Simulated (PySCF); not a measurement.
**Dipole moment and polarisability of `C[C@H](F)CF`**

C₃H₆F₂.
Cartesian coordinates in Å at the PBE0-D3(BJ)/def2-SVP level; atoms count from 1:
```
atom  x, y, z in Å
C1     1.1629    0.3026   -0.5141
C2     0.0820   -0.5749    0.0724
F3    -0.2963   -1.5126   -0.8656
C4    -1.1394    0.2048    0.4899
F5    -2.0194   -0.5969    1.1620
H6     0.7740    0.8895   -1.3603
H7     1.5667    0.9950    0.2389
H8     1.9862   -0.3239   -0.8842
H9     0.4594   -1.1255    0.9531
H10   -1.6368    0.6145   -0.4066
H11   -0.8413    1.0419    1.1454
```

Level: CAM-B3LYP/def2-SVPD (PySCF), static field, nuclei fixed, core orbitals frozen in the response. The polarisability tensor in these axes (au):

```
x   42.57  1.02 -2.13
y    1.02 39.87 -0.10
z   -2.13 -0.10 39.48
```

Problem. Diagonalise the tensor; give its mean and Δα, where Δα² is half the sum of the squared differences of the eigenvalues.

Solution. Principal values 38.29, 39.74 and 43.89 au; mean 40.64 au = 6.02 Å³ = 6.70 × 10⁻⁴⁰ C²·m²/J; Δα = 5.03 au (12 % of the mean).

Problem. What is the dipole moment, and where does it point?

Solution. (1.95, 2.38, 0.25) D, 3.09 D in size, pointing from the negative to the positive side. Measured along this direction, the outermost atoms are F5 at the negative end and H7 at the positive end.

Problem. What would n − 1 = 2πNα be for an ideal gas of these molecules at 400 K and 1 atm, electronic part alone?

Solution. N = p/kT = 1.8347 × 10¹⁹ cm⁻³, so n − 1 = 2π × N × 6.02 × 10⁻²⁴ cm³ = 694 × 10⁻⁶ at long wavelengths, for an ideal gas.

Problem. How large is μ²/3kT at 400 K beside α?

Solution. In Gaussian units μ²/3kT = 57.50 Å³ against 6.02 Å³, a ratio of 9.55; the Debye molar polarisation (4π/3)N_A(α + μ²/3kT) is 160.2 cm³/mol, leaving out the vibrational part.

Problem. What are the principal values of the traceless quadrupole moment, Θ = ½Σq(3rr − r²1), about the centre of nuclear charge?

Solution. -3.63, -0.62, 4.25 D·Å. The values depend on the origin, since the dipole doesn't vanish. The electronic extent ⟨r²⟩ about the same centre is 452 bohr², a root-mean-square distance of 1.74 Å for the 42 electrons.

Problem. Find the Langevin capture rate constant for NH4+ (18.034 u) meeting this molecule (80.044 u), k = 2.342 × 10⁻⁹ cm³/s × √(α in Å³ / reduced mass in u).

Solution. The reduced mass is 14.72 u, so k = 1.50 × 10⁻⁹ cm³/s. The formula leaves out the permanent dipole, which adds to the capture rate.

Problem. Form Σ f/ω² (atomic units) for the 10 lowest TDDFT singlets, given as eV and f, and set it beside the mean polarisability, which is this sum over all singlets: 9.09, 0.0100; 9.43, 0.0001; 9.51, 0.0047; 9.63, 0.0299; 9.83, 0.0705; 10.04, 0.0063; 10.16, 0.0432; 10.42, 0.0949; 10.44, 0.0050; 10.56, 0.0360.

Solution. They add up to 2.18 au, 5.4 % of the 40.64 au; the largest single term is 0.65 au, from the state at 10.42 eV. Terms in order: 0.09, 0.00, 0.04, 0.24, 0.54, 0.05, 0.31, 0.65, 0.03, 0.24 au. Higher excitations give the rest. The strengths listed sum to 0.301.

The structure is a single PBE0-D3(BJ)/def2-SVP conformer in the gas phase; no vibrational or solvent corrections.

The run behind these numbers computed excited states and ΔSCF ions as well. Time: 89 s; peak memory 0.72 GiB. Hardware: an Arm Neoverse V1 with one thread, shared host.
